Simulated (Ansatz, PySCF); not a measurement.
Species: CF₄, net charge 0, singlet state. SMILES: FC(F)(F)F
Geometry: optimised at B3LYP-D3(BJ)/def2-TZVP (Ansatz, a first-principles code).

PBE beside other levels, property by property. Cores are frozen in the correlated levels unless marked. UHF or UKS for open shells. No spin-orbit coupling. No relativistic terms. CBS(X,Y): correlation extrapolated as X^-3; Hartree-Fock from the larger set. The bracket is a focal-point correction in the basis named. Rows marked 298 K are enthalpies with B3LYP-D3(BJ) harmonic zero-point and thermal terms from PySCF. Enthalpies of formation rest on the atoms' values in the G2/97 table (older ones for B and Si), with no core term in the frozen-core levels. The coupled-cluster column (Ansatz) is a level with limits of its own: RI-MP2/CBS(aug-cc-pVTZ,aug-cc-pVQZ)+[CCSD(T)-MP2]/aug-cc-pVTZ.

| property | r2SCAN-D4/def2-TZVPD (Ansatz + dftd4) | HSE06/def2-TZVPD (Ansatz) | wB97X-V/def2-TZVPD (Ansatz) | coupled cluster | measured |
|---|---|---|---|---|---|
| C-F bond dissociation enthalpy, 298 K, to F[C](F)F + F atom (kcal/mol) | 125.9 | 125.9 | 128.9 | 131.6 | - |
| enthalpy of formation at 298 K by atomisation (kcal/mol) | -229.0 | -225.7 | -225.5 | -225.8 | -223.1 |

Measured values: Active Thermochemical Tables 1.112 (ions: stationary electron), as tabulated in the package chemicals; they hold spin-orbit effects, which all levels lack, and core correlation, which the frozen-core levels lack.

Task: What does PBE/def2-TZVPD (Ansatz) give for each property, and on which side of the measured value, or else of coupled cluster, does it fall?

Result: 
- C-F bond dissociation enthalpy, 298 K, to F[C](F)F + F atom: PBE lies 2.4 kcal/mol below coupled cluster; PBE gives 129.2 kcal/mol.
- enthalpy of formation at 298 K by atomisation: PBE lies 26.3 kcal/mol below the measured value; PBE gives -249.4 kcal/mol.
